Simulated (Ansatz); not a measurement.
hcp Ru: LDA at its full settings (plane-wave cutoff 520 eV, 24×24×14 k mesh (along the axes of the cell as run), Fermi–Dirac smearing 0.05 eV, no spin polarisation, scalar-relativistic PAW data made under PBE) and at cheaper ones, in a cell of 2 atoms with Γ-centred meshes.

| level and setting | lattice parameter a (Å) | lattice parameter c (Å) | bulk modulus (GPa) |
|---|---|---|---|
| LDA (Ansatz) | 2.676 | 4.222 | 366 |
| LDA (Γ point alone) (Ansatz) | 3.042 | 3.019 | 452 |
| LDA (2×2×2 k mesh) (Ansatz) | 2.590 | 4.621 | 330 |
| LDA (4×4×4 k mesh) (Ansatz) | 2.688 | 4.173 | 364 |

Largest shifts from the full settings: lattice constant a +13.7 % (LDA (Γ point alone)), against a difference of -1.11 % of the full result from the reference 2.706 Å (measured, 293 K, not corrected to a static lattice, our sources range from 2.700 to 2.706; as tabulated in Wikipedia's data pages); lattice parameter c -28 % (LDA (Γ point alone)), against a difference of -1.40 % of the full result from the reference 4.282 Å (measured, 293 K, not corrected to a static lattice; as tabulated in Wikipedia's data pages); bulk modulus +23 % (LDA (Γ point alone)), against a difference of +15.1 % of the full result from the reference 318 GPa (measured, zero-point energy and finite temperature contributions removed, our sources range from 318 to 336; as tabulated in doi:10.1021/acs.jctc.3c00612).

The full settings aren't shown to be converged themselves.

Ansatz's density-functional and Hartree–Fock values are scalar-relativistic unless marked +SOC, with PAW data made under PBE.

Run with cheap settings on purpose, which may leave them unconverged: LDA (2×2×2 k mesh), LDA (4×4×4 k mesh), LDA (Γ point alone).

Ansatz is a quantum-chemistry and plane-wave program.
